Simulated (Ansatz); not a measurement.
**Tetrafluoroethylene (C₂F₄): how energies converge with the basis set**

How large a basis does tetrafluoroethylene (C₂F₄) need? Two functionals are run in growing sets.

The runs use Ansatz 0.2.0, Gaussian basis; one geometry, several basis sets.

The runs, in order: PBE0-D4/def2-SVP; ωB97M-V/def2-SVP; PBE0-D4/def2-QZVPP; ωB97M-V/def2-QZVPP; the functionals' def2-TZVPP values are taken from earlier runs.

## (1) The geometry

An earlier PBE0-D4 in a triple-zeta def2 set relaxation fixed the geometry.

SMILES `FC(F)=C(F)F`, 6 atoms, charge 0, spin multiplicity 1.

Atoms are counted from 1 here; the program's logs count them from 0.

Bond lengths: F1–C2 1.310 Å, C2–F3 1.310 Å, C2–C4 1.320 Å, C4–F5 1.310 Å, C4–F6 1.310 Å. Angles: F1–C2–F3 113.3°, F1–C2–C4 123.4°, F3–C2–C4 123.4°, C2–C4–F5 123.4°, C2–C4–F6 123.4°, F5–C4–F6 113.3°.

## (2) PBE0-D4 in def2-SVP

in.yaml reads:

```yaml
crystal:
  periodic: [false, false, false]
  atoms:
    - {symbol: F, position_ang: [1.169249, -1.134480, -0.707996]}
    - {symbol: C, position_ang: [0.202470, -0.640150, 0.025689]}
    - {symbol: F, position_ang: [-0.337461, -1.520617, 0.832268]}
    - {symbol: C, position_ang: [-0.188425, 0.618786, -0.041055]}
    - {symbol: F, position_ang: [0.351489, 1.499268, -0.847629]}
    - {symbol: F, position_ang: [-1.155222, 1.113093, 0.692624]}
basis:
  gaussian: {orbitals: def2-SVP}
hamiltonian: {xc: pbe0, dispersion: d4}
output: {orbitals: {seedname: orbitals}}
```

Further steps of the session: ωB97M-V in def2-SVP; PBE0-D4 in def2-QZVPP; ωB97M-V in def2-QZVPP.

**Question.** What will the summary of the whole plan be? Wanted: PBE0-D4: double and triple zeta above quadruple; ωB97M-V: double and triple zeta above quadruple.

The runs gave:

| quantity | value |
| --- | --- |
| PBE0-D4: double and triple zeta above quadruple | 16.28, 0.66 eV |
| ωB97M-V: double and triple zeta above quadruple | 16.55, 0.62 eV |

In words: PBE0-D4 gains 15.62 eV from double to triple zeta, then 0.66 eV more. Total energies overstate the basis error of differences, where much of it tends to cancel.
